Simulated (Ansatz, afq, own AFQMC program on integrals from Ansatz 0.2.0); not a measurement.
## Si₂H₃, doublet → Si2H3⁺, triplet, worked out

```yaml
atoms:
  - { symbol: Si, position_ang: [0.0000, 0.0235, 1.0897] }
  - { symbol: Si, position_ang: [0.0000, -0.0769, -1.1897] }
  - { symbol: H, position_ang: [0.0000, 1.2166, 1.9857] }
  - { symbol: H, position_ang: [0.0000, -1.1800, 1.9697] }
  - { symbol: H, position_ang: [0.0000, 1.4507, -1.1705] }
```

Connectivity, by distances: SiH2–SiH.

Both states at this geometry.

Basis cc-pVDZ. Only valence electrons are correlated. Integrals, coupled cluster, full CI and functionals: Ansatz 0.2.0; the random walks run on the same integrals in our own AFQMC program. The CISD trial takes its coefficients from CCSD amplitudes. Released means that phaseless walkers are propagated on without the constraint, phases kept. ± is one standard error of the sampling.

Total energies in eV. CBS is CCSD(T) at the limit of def2-TZVPP/QZVPP (extrapolated itself); the highest rung of each member is named.

Cautions: Si₂H₃ (doublet): the released energies are still falling, so no released level is given (meV from the phaseless value at times in 1/Eh: -1 ± 3 at 0.24, -4 ± 3 at 0.51, -6 ± 3 at 0.99, -9 ± 4 at 1.62, -15 ± 3 at 2.40), though the last usable value meets CCSDT(Q) within the noise, its ph-AFQMC/CISD value lies 16 ± 5 meV above CCSDT(Q); Si₂H₃⁺ (triplet): lower spins were not checked, its ph-AFQMC/CISD value lies 21 ± 3 meV above CCSDT(Q); this needn't be the first ionization.

```json
{"member": "Si₂H₃⁺, triplet", "count": "+1", "CCSD(T)/cc-pVDZ": "-15766.9497", "highest rung in cc-pVDZ": "-15767.0037", "which": "CCSDT(Q)", "CCSD(T)/CBS": "-15769.4968"}
{"member": "Si₂H₃, doublet", "count": "-1", "CCSD(T)/cc-pVDZ": "-15775.4791", "highest rung in cc-pVDZ": "-15775.5303", "which": "CCSDT(Q)", "CCSD(T)/CBS": "-15778.2796"}
```

Work out the best estimate of the vertical ionization energy: the CCSD(T)/CBS difference plus the step from CCSD(T) to the highest rung.

Sums with the counts: CCSD(T)/CBS 8.7828 eV, highest rung 8.5266 eV, CCSD(T)/cc-pVDZ 8.5294 eV. The step is 8.5266 − 8.5294 = -0.0028 eV, so the best estimate is 8.7828 + (-0.0028) = 8.7800 eV = 847.1 kJ/mol. The basis set is worth 0.253 eV of it. Zero-point, core-correlation and spin–orbit terms aren't in it. Past Ne the Hartree–Fock part of each CBS total tends to overshoot, since the cores don't follow the formula; that largely cancels in the difference.

Best estimates are given only where the step beyond CCSD(T) is under 0.3 eV and no member's determinant is very poor (T1 over 0.05, or 0.07 for open shells, ⟨S²⟩ too high by 0.3, two states mixed), so the hardest cases are missing from such tables.

CCSDT and higher add their correlation energy to the determinant of the CCSD(T) run, since their own runs factorise the integrals more tightly (a shift of under 2 meV). Each member of a difference takes its own highest rung, so a best estimate needn't equal the limit plus the step of one row.
